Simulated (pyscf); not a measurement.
silane (SiH₄) + F–CH₂–SiH₃ -> F–SiH₃ + methylsilane (H₃C–SiH₃) (four-centre exchange; singlet surface; H–Si, C–F broken, F–Si, C–H formed). Single points on ωB97X-D3(BJ)/def2-SVP structures (PySCF, gas phase). Energies in kcal/mol from the separated reactants.

```json
[
 {"level": "ωB97X-D3(BJ)/def2-TZVP", "barrier": "58.9", "reaction energy": "-55.9"},
 {"level": "PBE/def2-TZVP", "barrier": "___", "reaction energy": "-53.6"},
 {"level": "r²SCAN/def2-TZVP", "barrier": "50.7", "reaction energy": "-56.9"},
 {"level": "B3LYP-D3(BJ)/def2-TZVP", "barrier": "54.2", "reaction energy": "-55.7"},
 {"level": "PBE0-D3(BJ)/def2-TZVP", "barrier": "___", "reaction energy": "___"},
 {"level": "M06-2X/def2-TZVP", "barrier": "60.6", "reaction energy": "-57.9"}
]
```

Fill in the missing entries.


- PBE/def2-TZVP, barrier: 48.7
- PBE0-D3(BJ)/def2-TZVP, barrier: 54.8
- PBE0-D3(BJ)/def2-TZVP, reaction energy: -55.2

The functionals in the table span 11.8 kcal/mol in this barrier, from PBE to M06-2X. From the product side, CH₃• + SiH₃• + F–SiH₃ lies, by one bond made or cut, 19.6 kcal/mol under this saddle at ωB97M-D3(BJ)/def2-TZVP. This is the saddle that the search found; another between the same sides may lie lower.
